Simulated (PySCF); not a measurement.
Species: MnF₂ (sextet state).
Geometry (PBE0-D3(BJ)/def2-SVP, Å), atoms numbered from 1 in this order:
```xyz
3
MnF2 angstrom
F     -1.769   -0.009   -0.008
Mn     0.008   -0.002   -0.008
F      1.784    0.006   -0.009
```

Theory: PBE0-D3(BJ)/def2-SVP geometry optimisation, gas phase in PySCF.

Question: Which atoms are bound to Mn2, and at what distances?

Answer: 2 atoms: F1 1.776 Å, F3 1.776 Å.

Question: What is the shape at Mn2?

Answer: Linear: angle 180.0°.

Question: What are the rotational constants (commonest isotopes, rigid rotor)?

Answer: B = 4215 MHz (linear).

Point group: D∞h (every atom within 0.08 Å of its image). Charge 0, sextet. ⟨S²⟩ = 8.762 (exact for a sextet: 8.75). Not checked by PBE0-D3(BJ)/def2-SVP frequencies.

Neither the SCF state along the optimisation nor the shape of the open-shell metal species was proved the lowest: other solutions of the same spin, or a structure of lower symmetry, can lie below.

---

Compound: VO₂ (doublet state).
Cartesian coordinates in Å at the PBE0-D3(BJ)/def2-SVP level; atoms count from 1:
```xyz
3
VO2 angstrom
V      0.0033   -0.0059   -0.5794
O      1.3237   -0.0211    0.2975
O     -1.3270    0.0270    0.2819
```

Computed with PySCF 2.14.0, PBE0-D3(BJ)/def2-SVP geometry optimisation, gas phase.

Which atoms are bound to V1, and at what distances?

2 atoms: O3 1.585 Å, O2 1.585 Å.

What is the shape at V1?

Bent: angle 113.5°.

What are the rotational constants (commonest isotopes, rigid rotor)?

A = 34043, B = 8991, C = 7112 MHz: an asymmetric top.

Point group: C2v (tolerance 0.08 Å). Charge 0, doublet. ⟨S²⟩ = 0.769 (exact for a doublet: 0.75). No frequency check.

Neither the SCF state along the optimisation nor the shape of the open-shell metal species was proved the lowest: other solutions of the same spin, or a structure of lower symmetry, can lie below.
